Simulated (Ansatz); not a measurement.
A nudged elastic band was laid between two geometries of ClH3Si + H2O (8 atoms, charge 0, multiplicity 1).

Level of theory: Ansatz, RKS B3LYP/def2-TZVP.

| Item | Value |
| --- | --- |
| movable images | 9 |
| climbing image | yes |
| spring | 0.1 eV/Å² |
| optimiser | quadratic models (default) |
| start path | through a guess of the saddle point |
| force threshold | 0.03 eV/Å |
| iteration limit | 60 |
| end points | relaxed |

Image 0:

```xyz
8
Properties=species:S:1:pos:R:3
Si -0.419 -0.722 -1.051
Cl 1.524 -1.083 -0.394
H -0.626 -1.566 -2.245
H -0.533 0.703 -1.408
H -1.356 -1.098 0.020
H 0.890 0.591 1.605
O 0.109 1.132 1.772
H 0.410 2.043 1.700
```

Image 10:

```xyz
8
Properties=species:S:1:pos:R:3
Si -0.992 -0.073 -0.658
Cl 3.087 -0.561 1.141
H -0.332 -1.195 -1.351
H -1.243 1.048 -1.595
H -2.285 -0.505 -0.073
H 1.864 -0.212 0.875
O 0.073 0.386 0.540
H -0.172 1.113 1.120
```

**Question.** Which bonds break or form, and what moves?

**Answer.** Bonds broken: Si1–Cl2, H6–O7. Bonds formed: Si1–O7, Cl2–H6. ClH3Si + H2O becomes ClH + H4OSi.

**Question.** What energy profile does the band end with?

**Answer.** The run converged. The highest image is number 4 of 0 to 10, 94.8 kJ/mol above the first end and 102.4 kJ/mol above the last; the last end lies 7.7 kJ/mol below the first. Another band between the same ends (9 images) ends at a top of the same energy, where a vibrational analysis finds 1 clearly imaginary mode. The orbitals stay closed-shell, which can raise the energy where a bond breaks towards radicals; this wasn't checked here.

| image | path coordinate (Å) | energy (kJ/mol) | Si1–Cl2 (Å) | H6–O7 (Å) | Si1–O7 (Å) |
| --- | --- | --- | --- | --- | --- |
| 0 | 0.00 | 0.0 | 2.08 | 0.96 | 3.42 |
| 1 | 1.55 | 1.7 | 2.08 | 0.96 | 3.93 |
| 2 | 3.11 | 2.5 | 2.08 | 0.96 | 3.81 |
| 3 | 4.34 | 46.1 | 2.12 | 0.97 | 2.87 |
| 4 | 5.51 | 94.8 | 2.45 | 1.00 | 1.89 |
| 5 | 6.13 | 66.7 | 2.81 | 1.32 | 1.75 |
| 6 | 6.74 | 7.1 | 3.35 | 1.73 | 1.68 |
| 7 | 7.36 | -4.0 | 3.89 | 1.90 | 1.67 |
| 8 | 7.98 | -6.5 | 4.24 | 1.91 | 1.67 |
| 9 | 8.59 | -7.4 | 4.42 | 1.91 | 1.67 |
| 10 | 9.21 | -7.7 | 4.48 | 1.92 | 1.67 |

**Question.** What is the geometry of the highest image?

**Answer.** 
```xyz
8
Properties=species:S:1:pos:R:3:forces:R:3
Si -0.414 -0.263 -0.579 0.00 0.00 0.00
Cl 2.028 -0.402 -0.565 0.00 0.00 0.00
H -0.463 -1.716 -0.789 0.00 0.00 0.00
H -0.268 0.648 -1.726 0.00 0.00 0.00
H -1.806 0.060 -0.110 0.00 0.00 0.00
H 1.121 0.360 1.055 0.00 0.00 0.00
O 0.127 0.287 1.142 0.00 0.00 0.00
H -0.325 1.027 1.572 0.00 0.00 0.00
```

The run took 8.3 min on 4 threads of Arm Neoverse N1 (shared host), peak memory 0.3 GiB.
